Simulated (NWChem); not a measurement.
# UPBE0/6-31G(d) (spherical functions) run of BNH3O (SMILES N[B]O), part 2 of 2

NWChem 7.3.0.

## (3) The singlet cation

The input, a.nw:

```
start a
memory total 2200 mb
charge 1
geometry units angstrom noautosym nocenter noautoz
  N    -0.781300    0.184600   -0.560400
  B     0.032600   -0.490400    0.341500
  O     1.270200   -0.047100    0.684600
  H    -1.694900   -0.139800   -0.815500
  H    -0.498900    1.042700   -1.012000
  H     1.714300   -0.614000    1.315700
end
basis spherical bse
  * library 6-31G*
end
dft
  xc pbe0
  grid fine
  convergence energy 1e-08
  iterations 100
  mulliken
  noprint "final vectors analysis"
end
task dft energy
```

The run is started by

```console
nwchem a.nw > a.out
```

What it wrote:

```text
Northwest Computational Chemistry Package (NWChem) 7.3.0
             --------------------------------------------------------

           Job information
           ---------------

    nwchem branch   = 7.3.0
    use scalapack   = T
    input           = a.nw
    prefix          = a.
    data base       = ./a.db
    status          = startup
    nproc           =        1

           Memory information
           ------------------

    heap     =     72089600 doubles =      550.0 Mbytes
    stack    =     72089597 doubles =      550.0 Mbytes
    global   =    144179200 doubles =     1100.0 Mbytes (distinct from heap & stack)
    total    =    288358397 doubles =     2200.0 Mbytes
    verify   = yes
    hardfail = no

           Directory information
           ---------------------

  0 permanent = .
  0 scratch   = .

                                NWChem Input Module
                                -------------------

 Scaling coordinates for geometry "geometry" by  1.889725989
 (inverse scale =  0.529177249)

                             Geometry "geometry" -> ""
                             -------------------------

 Output coordinates in angstroms (scale by  1.889725989 to convert to a.u.)

  No.       Tag          Charge          X              Y              Z
 ---- ---------------- ---------- -------------- -------------- --------------
    1 N                    7.0000    -0.78130000     0.18460000    -0.56040000
    2 B                    5.0000     0.03260000    -0.49040000     0.34150000
    3 O                    8.0000     1.27020000    -0.04710000     0.68460000
    4 H                    1.0000    -1.69490000    -0.13980000    -0.81550000
    5 H                    1.0000    -0.49890000     1.04270000    -1.01200000
    6 H                    1.0000     1.71430000    -0.61400000     1.31570000

      Atomic Mass
      -----------

      N                 14.003070
      B                 11.009310
      O                 15.994910
      H                  1.007825

 Effective nuclear repulsion energy (a.u.)      61.4384645049

            Nuclear Dipole moment (a.u.)
            ----------------------------
        X                 Y               Z
 ---------------- ---------------- ----------------
     8.2694409260    -2.3578111160     5.1961795508

            XYZ format geometry
            -------------------
     6
 geometry
 N                    -0.78130000     0.18460000    -0.56040000
 B                     0.03260000    -0.49040000     0.34150000
 O                     1.27020000    -0.04710000     0.68460000
 H                    -1.69490000    -0.13980000    -0.81550000
 H                    -0.49890000     1.04270000    -1.01200000
 H                     1.71430000    -0.61400000     1.31570000

 ==============================================================================
                                internuclear distances
 ------------------------------------------------------------------------------
       center one      |      center two      | atomic units |  angstroms
 ------------------------------------------------------------------------------
    2 B                |   1 N                |     2.62630  |     1.38978
    3 O                |   2 B                |     2.56745  |     1.35863
    4 H                |   1 N                |     1.89442  |     1.00249
    5 H                |   1 N                |     1.90856  |     1.00996
    6 H                |   3 O                |     1.80949  |     0.95754
 ------------------------------------------------------------------------------
                         number of included internuclear distances:          5
 ==============================================================================

 ==============================================================================
                                 internuclear angles
 ------------------------------------------------------------------------------
        center 1       |       center 2       |       center 3       |  degrees
 ------------------------------------------------------------------------------
    2 B                |   1 N                |   4 H                |   122.80
    2 B                |   1 N                |   5 H                |   122.62
    4 H                |   1 N                |   5 H                |   114.58
    1 N                |   2 B                |   3 O                |   122.61
    2 B                |   3 O                |   6 H                |   113.31
 ------------------------------------------------------------------------------
                            number of included internuclear angles:          5
 ==============================================================================

 Summary of "ao basis" -> "" (spherical)
 ------------------------------------------------------------------------------
       Tag                 Description            Shells   Functions and Types
 ---------------- ------------------------------  ------  ---------------------
 *                           6-31G*                   on all atoms

                                 NWChem DFT Module
                                 -----------------

                      Basis "ao basis" -> "ao basis" (spherical)
                      -----
  [basis functions not shown]

 Summary of "ao basis" -> "ao basis" (spherical)
 ------------------------------------------------------------------------------
       Tag                 Description            Shells   Functions and Types
 ---------------- ------------------------------  ------  ---------------------
 N                           6-31G*                  6       14   3s2p1d
 B                           6-31G*                  6       14   3s2p1d
 O                           6-31G*                  6       14   3s2p1d
 H                           6-31G*                  2        2   2s

 Summary of "ao basis" -> "ao basis" (spherical)
 ------------------------------------------------------------------------------
       Tag                 Description            Shells   Functions and Types
 ---------------- ------------------------------  ------  ---------------------
 N                           6-31G*                  6       14   3s2p1d
 B                           6-31G*                  6       14   3s2p1d
 O                           6-31G*                  6       14   3s2p1d
 H                           6-31G*                  2        2   2s

  Caching 1-el integrals
  itol2e modified to match energy
  convergence criterion.
  tol_rho modified to match energy
  convergence criterion.

            General Information
            -------------------
          SCF calculation type: DFT
          Wavefunction type:  closed shell.
          No. of atoms     :     6
          No. of electrons :    22
           Alpha electrons :    11
            Beta electrons :    11
          Charge           :     1
          Spin multiplicity:     1
          Use of symmetry is: off; symmetry adaption is: off
          Maximum number of iterations: 100
          AO basis - number of functions:    48
                     number of shells:    24
          Convergence on energy requested:  1.00D-08
          Convergence on density requested:  1.00D-05
          Convergence on gradient requested:  5.00D-04

              XC Information
              --------------
                         PBE0 Method XC Functional
                     Hartree-Fock (Exact) Exchange  0.250
          PerdewBurkeErnzerhof Exchange Functional  0.750
            Perdew 1991 LDA Correlation Functional  1.000 local
           PerdewBurkeErnz. Correlation Functional  1.000 non-local

             Grid Information
             ----------------
          Grid used for XC integration:  fine
          Radial quadrature: Mura-Knowles
          Angular quadrature: Lebedev.
          Tag              B.-S. Rad. Rad. Pts. Rad. Cut. Ang. Pts.
          ---              ---------- --------- --------- ---------
          N                   0.65       70           9.0       590
          B                   0.85       70           7.0       590
          O                   0.60       70           9.0       590
          H                   0.35       60          10.0       590
          Grid pruning is: on
          Number of quadrature shells:   390
          Spatial weights used:  Erf1

          Convergence Information
          -----------------------
          Convergence aids based upon iterative change in
          total energy or number of iterations.
          Levelshifting, if invoked, occurs when the
          HOMO/LUMO gap drops below (HL_TOL):  1.00D-02
          DIIS, if invoked, will attempt to extrapolate
          using up to (NFOCK): 10 stored Fock matrices.

                    Damping( 0%)  Levelshifting(0.5)       DIIS
                  --------------- ------------------- ---------------
          dE  on:    start            ASAP                start
          dE off:    2 iters        100 iters           100 iters

      Screening Tolerance Information
      -------------------------------
          Density screening/tol_rho:  1.00D-11
          AO Gaussian exp screening on grid/accAOfunc:  18
          CD Gaussian exp screening on grid/accCDfunc:  20
          XC Gaussian exp screening on grid/accXCfunc:  20
          Schwarz screening/accCoul:  1.00D-09

      Superposition of Atomic Density Guess
      -------------------------------------

 Sum of atomic energies:        -155.06887652

 Renormalizing density from      23.00 to     22

      Non-variational initial energy
      ------------------------------

 Total energy =    -151.612839
 1-e energy   =    -317.423626
 2-e energy   =     104.372323
 HOMO         =      -0.757452
 LUMO         =      -0.434331

   Time after variat. SCF:      0.1

     ---------------------------------------------
      Total Density - Mulliken Population Analysis
     ---------------------------------------------

    Atom       Charge   Shell Charges
 -----------   ------   -------------------------------------------------------
    1 N    7     8.25   2.00  0.87  3.03  0.76  1.58  0.01
    2 B    5     3.58   2.00  0.52  0.75  0.15  0.04  0.11
    3 O    8     8.97   2.00  1.01  3.47  0.83  1.65  0.01
    4 H    1     0.44   0.37  0.07
    5 H    1     0.43   0.36  0.07
    6 H    1     0.34   0.31  0.04
   Time prior to 1st pass:      0.1

 Grid_pts file          = ./a.gridpts.0
 Record size in doubles =  12289        No. of grid_pts per rec  =   3070
 Max. records in memory =     84        Max. recs in file   = *********

           Memory utilization after 1st SCF pass:
           Heap Space remaining (MW):       37.50            37500368
          Stack Space remaining (MW):       72.09            72089164

   convergence    iter        energy       DeltaE   RMS-Dens  Diis-err    time
 ---------------- ----- ----------------- --------- --------- ---------  ------
 d= 0,ls=0.0,diis     1   -155.8924374427 -2.17D+02  3.89D-02  2.62D+00     0.4
 d= 0,ls=0.0,diis     2   -155.1141417815  7.78D-01  2.90D-02  9.55D+00     0.6
 d= 0,ls=0.0,diis     3   -156.1347614360 -1.02D+00  6.45D-03  2.41D-01     0.9
 d= 0,ls=0.0,diis     4   -156.1575581025 -2.28D-02  2.45D-03  5.31D-02     1.2
 d= 0,ls=0.0,diis     5   -156.1630411750 -5.48D-03  5.89D-04  2.04D-03     1.4
  Resetting Diis
 d= 0,ls=0.0,diis     6   -156.1633087657 -2.68D-04  7.16D-05  5.52D-05     1.8
 d= 0,ls=0.0,diis     7   -156.1633146402 -5.87D-06  2.40D-05  1.22D-06     2.0
 d= 0,ls=0.0,diis     8   -156.1633144641  1.76D-07  1.59D-05  3.03D-06     2.3
 d= 0,ls=0.0,diis     9   -156.1633147676 -3.03D-07  2.38D-06  4.15D-08     2.6
 d= 0,ls=0.0,diis    10   -156.1633147717 -4.11D-09  7.59D-07  4.16D-09     2.9

         Total DFT energy =     -156.163314771666
      One electron energy =     -327.937433591883
           Coulomb energy =      130.542817098353
    Exchange-Corr. energy =      -20.207162783003
 Nuclear repulsion energy =       61.438464504867

 Numeric. integr. density =       22.000000025384

     Total iterative time =      2.8s

     ---------------------------------------------
      Total Density - Mulliken Population Analysis
     ---------------------------------------------

    Atom       Charge   Shell Charges
 -----------   ------   -------------------------------------------------------
    1 N    7     7.75   2.00  0.76  2.56  0.83  1.59  0.01
    2 B    5     4.22   2.00  0.56  1.23  0.13  0.20  0.11
    3 O    8     8.44   2.00  0.92  2.90  0.91  1.69  0.02
    4 H    1     0.57   0.48  0.08
    5 H    1     0.54   0.47  0.07
    6 H    1     0.49   0.44  0.04

     -------------------------------------------
      Total Density - Lowdin Population Analysis
     -------------------------------------------

    Atom       Charge   Shell Charges
 -----------   ------   -------------------------------------------------------
    1 N    7     7.29   1.99  0.66  2.38  0.51  1.72  0.03
    2 B    5     4.65   1.98  0.44  1.09  0.28  0.63  0.24
    3 O    8     8.12   1.99  0.85  2.73  0.65  1.87  0.04
    4 H    1     0.69   0.45  0.24
    5 H    1     0.66   0.43  0.22
    6 H    1     0.60   0.41  0.19

 center of mass
 --------------
 x =   0.39707108 y =  -0.14060890 z =   0.27238832

 moments of inertia (a.u.)
 ------------------
          71.857437289613          13.607362243020         -82.148560280909
          13.607362243020         193.694379753650          18.207454529968
         -82.148560280909          18.207454529968         153.347459998620

     Multipole analysis of the density
     ---------------------------------

     L   x y z        total         alpha         beta         nuclear
     -   - - -        -----         -----         ----         -------
     0   0 0 0      1.000000    -11.000000    -11.000000     23.000000

     1   1 0 0     -0.187524     -4.228482     -4.228482      8.269441
     1   0 1 0     -0.983833      0.686989      0.686989     -2.357811
     1   0 0 1      0.553803     -2.321188     -2.321188      5.196180

     2   2 0 0     -6.310804    -44.661878    -44.661878     83.012953
     2   1 1 0     -1.276548      4.546873      4.546873    -10.370294
     2   1 0 1      4.206365    -23.286660    -23.286660     50.779684
     2   0 2 0     -8.111078     -9.309488     -9.309488     10.507898
     2   0 1 1     -3.763258      4.490060      4.490060    -12.743377
     2   0 0 2     -7.741412    -21.638744    -21.638744     35.536077

 Task  times  cpu:        2.9s     wall:        2.9s
 Total times  cpu:        2.9s     wall:        2.9s
```

It took 3.6 s on 1 thread of Intel Xeon 6975P-C (Granite Rapids), shared host; peak memory 0.11 GiB.

## (4) Outcome

This closing draws on all 2 parts.

Level: UPBE0/6-31G* (spherical functions).

```
                                          quantity          value
                       doublet BNH3O: total energy  -156.45240 Eh
                      doublet BNH3O: dipole moment         0.45 D
                               doublet BNH3O: ⟨S²⟩          0.752
                      singlet cation: total energy  -156.16331 Eh
vertical ionisation energy (to the singlet cation)       7.866 eV
```

Removing an electron at fixed nuclei costs 7.87 eV (759 kJ/mol). Only the singlet of the ionised species was computed; a triplet could lie lower. Mulliken charges (singlet cation) run from -0.75 on N1 to +0.78 on B2.
